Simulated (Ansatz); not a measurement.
The input, for Ansatz 0.2.0:

```yaml
crystal:
  periodic: [false, false, false]
  atoms:
    - {symbol: Si, position_ang: [0.009460, -0.103752, 0.602203]}
    - {symbol: N, position_ang: [-0.087242, 0.144329, -1.180713]}
    - {symbol: H, position_ang: [0.265634, 1.182906, 1.319057]}
    - {symbol: H, position_ang: [0.683123, -0.297565, -1.691380]}
basis:
  gaussian: {orbitals: "6-31++G**"}
total_charge: 1
magnetization: {spin_polarized: false, initial_magnetization: 2}
correlation: {method: ccsd_t, electrons: outside_noble_gas}
scf: {omitted_lower_state_checks: [cluster_reference]}
output: {forces: true}
```

```sh
$ ansatz run in.yaml --threads 1 --pin off --events-out ev --progress --plain --max-ram 2393MiB
```

Log:

```
these checks for a lower state are left out or cut short: cluster_reference
479 factors; integrals over basis functions are off by at most 1.2e-3 eV
mean field evaluation 1: about -9356.3898 eV, gradient 4.8e1 eV
mean field evaluation 2: about -9356.4358 eV, gradient 4.8e1 eV
mean field evaluation 4: about -9363.5618 eV, gradient 1.2e1 eV
mean field evaluation 8: about -9364.4989 eV, gradient 7.9e-1 eV
mean field evaluation 16: about -9364.5538 eV, gradient 3.2e-2 eV
mean field evaluation 32: about -9364.1478 eV, gradient 7.7e0 eV
mean field evaluation 64: about -9364.4149 eV, gradient 2.4e0 eV
mean field -9364.55385224 eV, -344.1410065472 hartree, gradient 2.5e-6 eV, S^2 2.000000; 5 other end points of the search recorded, 0 dependent functions left out
6 core orbitals not correlated: weight in the atoms' cores, before any rotation towards them, 1.000 or more for the frozen orbitals, at most 0.000 for the correlated occupied ones
reference -9364.55385224 eV, -344.1410065472 hartree; 6, 4 occupied and 42, 44 virtual orbitals, 479 factors
second order -5.34376741 eV of doubles, -0.11084431 eV of singles
cycle   1  -5.91722130 eV  change   -4.6e-1 eV  update   8.0e-2
cycle   2  -6.14887834 eV  change   -2.3e-1 eV  update   3.3e-2
cycle   3  -6.24788570 eV  change   -9.9e-2 eV  update   2.5e-2
cycle   4  -6.25197223 eV  change   -4.1e-3 eV  update   1.2e-2
cycle   5  -6.25470189 eV  change   -2.7e-3 eV  update   6.4e-3
cycle   6  -6.25852102 eV  change   -3.8e-3 eV  update   4.0e-3
cycle   7  -6.25916230 eV  change   -6.4e-4 eV  update   2.9e-3
cycle   8  -6.26047315 eV  change   -1.3e-3 eV  update   2.0e-3
cycle   9  -6.26109135 eV  change   -6.2e-4 eV  update   1.4e-3
cycle  10  -6.26103782 eV  change    5.4e-5 eV  update   8.3e-4
cycle  11  -6.26156857 eV  change   -5.3e-4 eV  update   4.6e-4
cycle  12  -6.26145460 eV  change    1.1e-4 eV  update   2.5e-4
cycle  13  -6.26143049 eV  change    2.4e-5 eV  update   1.3e-4
cycle  14  -6.26133373 eV  change    9.7e-5 eV  update   6.6e-5
cycle  15  -6.26132631 eV  change    7.4e-6 eV  update   3.6e-5
cycle  16  -6.26134233 eV  change   -1.6e-5 eV  update   2.1e-5
cycle  17  -6.26134615 eV  change   -3.8e-6 eV  update   9.4e-6
cycle  18  -6.26134162 eV  change    4.5e-6 eV  update   4.6e-6
cycle  19  -6.26133810 eV  change    3.5e-6 eV  update   2.3e-6
cycle  20  -6.26133721 eV  change    8.9e-7 eV  update   1.2e-6
cycle  21  -6.26133823 eV  change   -1.0e-6 eV  update   7.1e-7
cycle  22  -6.26133856 eV  change   -3.3e-7 eV  update   4.1e-7
perturbative correction -0.19802730 eV, -0.0072773691 hartree
the calculation of the forces begins
Total energy: -9371.01321810 eV, -344.3783838643 hartree
Atom 0 at     0.009460    -0.103752     0.602203 Å, force    -0.198455     0.285954    -0.681697 eV/Å
Atom 1 at    -0.087242     0.144329    -1.180713 Å, force     0.231216    -0.118590     1.435066 eV/Å
Atom 2 at     0.265634     1.182906     1.319057 Å, force    -0.095772    -0.055578    -0.050009 eV/Å
Atom 3 at     0.683123    -0.297565    -1.691380 Å, force     0.063010    -0.111787    -0.703360 eV/Å
Dipole moment:     0.245278    -0.209519     0.315015 e Å
Checks for a lower state left out: cluster_reference
```

Forces (eV/Å):
```
Si  -0.198  0.286 -0.682
N    0.231 -0.119  1.435
H   -0.096 -0.056 -0.050
H    0.063 -0.112 -0.703
```

Ran on 1 thread of Intel Xeon, shared host: 16 s wall, 0.2 GiB peak host memory.
